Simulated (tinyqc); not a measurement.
UHF in the sto-6g basis, for LiH+, spin multiplicity 2, step by step (part 3 of 3). Computed by tinyqc, a small Python program that keeps every step (integrals from PySCF). Command: `OMP_NUM_THREADS=1 python tinyqc.py 24140 24141 out.jsonl` (the two numbers bound the seeds that draw the settings). One thread of a shared host (Intel(R) Xeon(R) Processor @ 2.60GHz), about 0.1 s of CPU time with the checks.

Geometry (angstrom):

| atom | x | y | z |
|---|---|---|---|
| Li | 0.000000 | 0.000000 | 0.000000 |
| H | 0.000000 | 0.000000 | 3.172000 |

## Iteration 62 (converged): orbitals

converged F(alpha) (hartree):
```
            1Li 1s     1Li 2s    1Li 2px    1Li 2py    1Li 2pz      2H 1s
1Li 1s   -2.770469  -0.703085   0.000000   0.000000   0.000181  -0.006442
1Li 2s   -0.703085  -0.355490   0.000000   0.000000  -0.015620  -0.105937
1Li 2px   0.000000   0.000000  -0.093529   0.000000   0.000000   0.000000
1Li 2py   0.000000   0.000000   0.000000  -0.093529   0.000000   0.000000
1Li 2pz   0.000181  -0.015620   0.000000   0.000000  -0.116301  -0.155159
2H 1s    -0.006442  -0.105937   0.000000   0.000000  -0.155159  -0.634654
```

converged F(beta) (hartree):
```
            1Li 1s     1Li 2s    1Li 2px    1Li 2py    1Li 2pz      2H 1s
1Li 1s   -2.770110  -0.702985   0.000000   0.000000   0.000227  -0.006360
1Li 2s   -0.702985  -0.344353   0.000000   0.000000   0.000057  -0.038409
1Li 2px   0.000000   0.000000  -0.092525   0.000000   0.000000   0.000000
1Li 2py   0.000000   0.000000   0.000000  -0.092525   0.000000   0.000000
1Li 2pz   0.000227   0.000057   0.000000   0.000000  -0.093677  -0.052573
2H 1s    -0.006360  -0.038409   0.000000   0.000000  -0.052573   0.115965
```

X:
```
            1Li 1s     1Li 2s   1Li 2px   1Li 2py    1Li 2pz      2H 1s
1Li 1s    1.021886  -0.122995  0.000000  0.000000  -0.001259   0.008985
1Li 2s   -0.122995   1.026412  0.000000  0.000000   0.007028  -0.056163
1Li 2px   0.000000   0.000000  1.000000  0.000000   0.000000   0.000000
1Li 2py   0.000000   0.000000  0.000000  1.000000   0.000000   0.000000
1Li 2pz  -0.001259   0.007028  0.000000  0.000000   1.010540  -0.084697
2H 1s     0.008985  -0.056163  0.000000  0.000000  -0.084697   1.015036
```

Diagonalise F' = X^T F X, C = X C', fill 2 alpha and 1 beta electrons from the bottom; D(s) = C_occ C_occ^T. Each column has its largest component positive (the first on a tie).

F' = X^T F X (alpha) (hartree):
```
           1          2          3          4          5          6
1  -2.721640  -0.355991   0.000000   0.000000  -0.000507   0.014169
2  -0.355991  -0.228893   0.000000   0.000000  -0.003464  -0.061913
3   0.000000   0.000000  -0.093529   0.000000   0.000000   0.000000
4   0.000000   0.000000   0.000000  -0.093529   0.000000   0.000000
5  -0.000507  -0.003464   0.000000   0.000000  -0.096866  -0.096020
6   0.014169  -0.061913   0.000000   0.000000  -0.096020  -0.616861
```

orbital energies (alpha) (hartree): MO1 -2.771497, MO2 -0.642546, MO3 -0.171176, MO4 -0.093529, MO5 -0.093529, MO6 -0.079040

coefficients C (alpha):
```
               MO1        MO2        MO3       MO4        MO5        MO6
1Li 1s    0.994950  -0.024478  -0.261291  0.000000   0.000000  -0.025744
1Li 2s    0.020594   0.085440   1.026308  0.000000   0.000000   0.104024
1Li 2px   0.000000   0.000000   0.000000  0.974966  -0.222356   0.000000
1Li 2py   0.000000   0.000000   0.000000  0.222356   0.974966   0.000000
1Li 2pz   0.000221   0.092667  -0.090927  0.000000   0.000000   1.005764
2H 1s    -0.001465   0.968193  -0.166052  0.000000   0.000000  -0.275197
```

F' = X^T F X (beta) (hartree):
```
           1          2          3          4          5          6
1  -2.721207  -0.356649   0.000000   0.000000  -0.001374   0.012664
2  -0.356649  -0.222451   0.000000   0.000000   0.004823  -0.034950
3   0.000000   0.000000  -0.092525   0.000000   0.000000   0.000000
4   0.000000   0.000000   0.000000  -0.092525   0.000000   0.000000
5  -0.001374   0.004823   0.000000   0.000000  -0.085795  -0.056627
6   0.012664  -0.034950   0.000000   0.000000  -0.056627   0.131509
```

orbital energies (beta) (hartree): MO1 -2.771136, MO2 -0.176868, MO3 -0.099479, MO4 -0.092525, MO5 -0.092525, MO6 0.149539

coefficients C (beta):
```
               MO1        MO2        MO3       MO4        MO5        MO6
1Li 1s    0.994962  -0.260025   0.014087  0.000000   0.000000   0.041231
1Li 2s    0.020548   1.019106  -0.056443  0.000000   0.000000  -0.172244
1Li 2px   0.000000   0.000000   0.000000  0.857799  -0.513985   0.000000
1Li 2py   0.000000   0.000000   0.000000  0.513985   0.857799   0.000000
1Li 2pz   0.000156   0.018110   0.962205  0.000000   0.000000  -0.319764
2H 1s    -0.001589   0.064497   0.154489  0.000000   0.000000   1.006318
```

D(alpha) after iteration 62:
```
            1Li 1s    1Li 2s   1Li 2px   1Li 2py    1Li 2pz      2H 1s
1Li 1s    0.990525  0.018398  0.000000  0.000000  -0.002049  -0.025157
1Li 2s    0.018398  0.007724  0.000000  0.000000   0.007922   0.082693
1Li 2px   0.000000  0.000000  0.000000  0.000000   0.000000   0.000000
1Li 2py   0.000000  0.000000  0.000000  0.000000   0.000000   0.000000
1Li 2pz  -0.002049  0.007922  0.000000  0.000000   0.008587   0.089719
2H 1s    -0.025157  0.082693  0.000000  0.000000   0.089719   0.937399
```

D(beta) after iteration 62:
```
            1Li 1s     1Li 2s   1Li 2px   1Li 2py   1Li 2pz      2H 1s
1Li 1s    0.989949   0.020445  0.000000  0.000000  0.000155  -0.001581
1Li 2s    0.020445   0.000422  0.000000  0.000000  0.000003  -0.000033
1Li 2px   0.000000   0.000000  0.000000  0.000000  0.000000   0.000000
1Li 2py   0.000000   0.000000  0.000000  0.000000  0.000000   0.000000
1Li 2pz   0.000155   0.000003  0.000000  0.000000  0.000000   0.000000
2H 1s    -0.001581  -0.000033  0.000000  0.000000  0.000000   0.000003
```

Within a degenerate level the vectors are fixed only up to a rotation; this is one choice.

## Convergence

Stop when the energy changes by less than 1e-09 hartree and every element of the error matrix X^T (F D S - S D F) X (for each spin) is below 9e-06.

Course of the cycle:

| iteration | E (hartree) | change | largest element of the error matrix |
|---|---|---|---|
| 1 | -2.89490661 | - | 9.16e-01 |
| 2 | -4.37834531 | -1.48e+00 | 6.12e-01 |
| 3 | -5.39256550 | -1.01e+00 | 4.20e-01 |
| 4 | -6.09184186 | -6.99e-01 | 2.93e-01 |
| 5 | -6.57663983 | -4.85e-01 | 2.08e-01 |
| 6 | -6.91397691 | -3.37e-01 | 1.49e-01 |
| 7 | -7.14927674 | -2.35e-01 | 1.08e-01 |
| 8 | -7.31366523 | -1.64e-01 | 7.87e-02 |
| 9 | -7.42863134 | -1.15e-01 | 5.76e-02 |
| 10 | -7.50908651 | -8.05e-02 | 4.23e-02 |
| 11 | -7.56541333 | -5.63e-02 | 3.11e-02 |
| 12 | -7.60485746 | -3.94e-02 | 2.30e-02 |
| 13 | -7.63248288 | -2.76e-02 | 1.70e-02 |
| 14 | -7.65183215 | -1.93e-02 | 1.25e-02 |
| ... | ... | ... | ... |
| 49 | -7.69706716 | -7.41e-08 | 4.90e-06 |
| 50 | -7.69706721 | -5.19e-08 | 4.01e-06 |
| 51 | -7.69706725 | -3.63e-08 | 3.29e-06 |
| 52 | -7.69706728 | -2.54e-08 | 2.69e-06 |
| 53 | -7.69706729 | -1.78e-08 | 2.21e-06 |
| 54 | -7.69706731 | -1.25e-08 | 1.81e-06 |
| 55 | -7.69706732 | -8.72e-09 | 1.48e-06 |
| 56 | -7.69706732 | -6.11e-09 | 1.22e-06 |
| 57 | -7.69706733 | -4.28e-09 | 9.99e-07 |
| 58 | -7.69706733 | -2.99e-09 | 8.20e-07 |
| 59 | -7.69706733 | -2.10e-09 | 6.73e-07 |
| 60 | -7.69706733 | -1.47e-09 | 5.52e-07 |
| 61 | -7.69706733 | -1.03e-09 | 4.54e-07 |
| 62 | -7.69706733 | -7.19e-10 | 3.72e-07 |

PySCF UHF in the same basis, after a stability check = -7.69706734 hartree

Converged in 62 iterations.

## Populations, bond orders and dipole

overlap S:
```
           1Li 1s    1Li 2s   1Li 2px   1Li 2py   1Li 2pz     2H 1s
1Li 1s   1.000000  0.235742  0.000000  0.000000  0.000000  0.002031
1Li 2s   0.235742  1.000000  0.000000  0.000000  0.000000  0.106069
1Li 2px  0.000000  0.000000  1.000000  0.000000  0.000000  0.000000
1Li 2py  0.000000  0.000000  0.000000  1.000000  0.000000  0.000000
1Li 2pz  0.000000  0.000000  0.000000  0.000000  1.000000  0.165240
2H 1s    0.002031  0.106069  0.000000  0.000000  0.165240  1.000000
```

Mulliken: Z minus the diagonal of D S on the atom; Loewdin: the same with S^(1/2) D S^(1/2); Mayer order: 2 sum_s sum (D(s) S)_ij (D(s) S)_ji over the two atoms.

Charges (e):

| atom | Mulliken | Loewdin | Mulliken spin |
|---|---|---|---|
| 1Li | 0.960940 | 0.952157 | 0.039052 |
| 2H | 0.039060 | 0.047843 | 0.960948 |

Mayer bond orders:

| pair | order |
|---|---|
| 2-1 | 0.075052 |

dipole moment about the origin, x y z (debye): 0.000000  0.000000  0.303977

<S^2> of the determinant (pure state: 0.75) = 0.750000
